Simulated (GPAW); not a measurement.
# DELTA-SCF[SVWN5]/sz(dzp) (scalar-relativistic datasets, hole 0, particle 0) run of BHO2 (oxoborinic acid)

We compute the excited states of BHO2 (oxoborinic acid). The job is set up through an ASE script.

The calculation is run with GPAW 26.7.0.

5 further runs of the same task are left out: 1 for a known fault of the program, 2 that didn't finish, 2 set aside as unsound or not needed.

### Step 1. The system as given

BHO2: 4 atoms, total charge 0, spin state singlet. SMILES: `O=BO`. The shape is that of a PBE0-D4/def2-TZVP optimisation.

Bond lengths: O1–B2 1.210 Å, B2–O3 1.322 Å, O3–H4 0.960 Å. Angles: O1–B2–O3 177.5°, B2–O3–H4 117.0°.

### Step 2. The excited states at DELTA-SCF[SVWN5]/sz(dzp) (scalar-relativistic datasets, hole 0, particle 0)

File calc.py:

```python
import numpy as np
from ase import Atoms
from ase.units import Bohr
from gpaw import GPAW, setup_paths
from gpaw.atom.configurations import parameters
from gpaw.atom.generator import Generator
from gpaw.directmin.tools import excite
from gpaw.mom import prepare_mom_calculation

positions_bohr = np.array(
              [[ -2.938713,   0.989272,   0.809748],
               [ -0.801055,   0.249444,   0.469786],
               [  1.543339,  -0.570697,   0.205224],
               [  2.196429,  -0.668018,  -1.484758]])
atoms = Atoms('OBOH', positions=positions_bohr * Bohr)
atoms.center(vacuum=5.0)

for symbol in ['B', 'H', 'O']:
    Generator(symbol, xcname='LDA_X+LDA_C_VWN', scalarrel=True, nofiles=True, txt=None).run(**parameters[symbol])
setup_paths.insert(0, '.')

dft = GPAW(mode='lcao',
           basis='sz(dzp)',
           h=0.2,
           xc='LDA_X+LDA_C_VWN',
           spinpol=True,
           nbands='nao',
           maxiter=100,
           symmetry='off',
           occupations={'name': 'fixed-uniform'},
           txt='-')
atoms.calc = dft
e0 = atoms.get_potential_energy()
dft.write('gs.gpw', mode='all')

gaps = {}
for name, spins in [('mixed', (0, 0)), ('triplet', (0, 1))]:
    dft = GPAW('gs.gpw', txt=f'{name}.txt')
    atoms = dft.get_atoms()
    f_sn = excite(dft, 0, 0, spin=spins)
    prepare_mom_calculation(dft, atoms, f_sn)
    gaps[name] = atoms.get_potential_energy() - e0
    print(f'{name:8} {gaps[name]:.3f} eV')
singlet = 2 * gaps['mixed'] - gaps['triplet']
print(f'Spin-purified singlet   {singlet:.3f} eV')
```

Started as:

```bash
$ python calc.py > calc.log
```

The log of the run:

```text
[...]
Number of symmetries: 1
[...]
  Number of IBZ points: 1
[...]
basis functions: 13
Spin-components: 2 (collinear spins)
Bands:           13
[...]
  Valence electrons: 16.0
[...]
  Grid points: [64 56 56]
  Charge: 0.0  # |e|
[...]
    cutoffs:
[...]
occupation numbers:
  Fixed-uniform occupations:
[...]
xc functional:
  name: None
[...]
|iter     |     time |      energy | eigst |  dens |  magmom |
[...]
|iter:   1| 00:00:03 |  -22.108674 |      c|       |  +0.0000|
[...]
|iter:   9| 00:00:08 |  -19.366449c|      c| -4.36c|  +0.0000|
Converged in 9 steps
[...]
Energy contributions relative to reference atoms: (reference = -4730.716389)
Energy contributions:
  Kinetic:          25.959513
  Coulomb:         -23.356828
  Zero:              0.769432
  External:          0.000000
  Xc:              -22.738566
  Entropy:           0.000000
  Spinorbit:         0.000000
  ----------------------------
  Free energy:     -19.366449
  Extrapolated:    -19.366449
dipole moment: (0.580638, -0.169666, -0.477774)  # |e|*Ang
Total magnetic moment: (0.000000, 0.000000, 0.000000)
Local magnetic moments
|        x |        y |        z |
|----------|----------|----------|
| 0.000000 | 0.000000 | 0.000000 |  # O    0
| 0.000000 | 0.000000 | 0.000000 |  # B    1
| 0.000000 | 0.000000 | 0.000000 |  # O    2
| 0.000000 | 0.000000 | 0.000000 |  # H    3
Fermi level: -4.809
Eigenvalues  # (at kpt = [0.000, 0.000, 0.000])
| band index |      eig [eV] | occ [0-1] |      eig [eV] | occ [0-1] |
|------------|---------------|-----------|---------------|-----------|
|          0 |       -28.518 |     1.000 |       -28.518 |     1.000 |
|          1 |       -26.357 |     1.000 |       -26.357 |     1.000 |
|          2 |       -16.659 |     1.000 |       -16.659 |     1.000 |
|          3 |       -11.578 |     1.000 |       -11.578 |     1.000 |
|          4 |       -11.349 |     1.000 |       -11.349 |     1.000 |
|          5 |        -9.603 |     1.000 |        -9.603 |     1.000 |
|          6 |        -9.146 |     1.000 |        -9.146 |     1.000 |
|          7 |        -8.759 |     1.000 |        -8.759 |     1.000 |
|          8 |        -0.859 |     0.000 |        -0.859 |     0.000 |
|          9 |        -0.201 |     0.000 |        -0.201 |     0.000 |
|         10 |        -0.013 |     0.000 |        -0.013 |     0.000 |
|         11 |         3.396 |     0.000 |         3.396 |     0.000 |
[...]
Gap: 7.900 eV
Transition (v -> c):
[...]
  SCF:   4.698  # ━━━━━━━━━━━━━━━━━━━━━━━━━━━━━━━╸
Max RSS: 694.000  # MiB
mixed    8.120 eV
triplet  7.929 eV
Spin-purified singlet   8.311 eV
```

Wall time 23 s (1 thread of Arm Neoverse V2, shared host); peak memory 0.71 GiB.

### Step 3. Summary of results

At DELTA-SCF[SVWN5]/sz(dzp) (scalar-relativistic datasets, hole 0, particle 0):

| quantity | value |
| --- | --- |
| lowest singlet excitation energy | 8.31 eV |

The basis has no diffuse functions, so Rydberg states are missing or pushed up, and the true lowest state may lie lower.
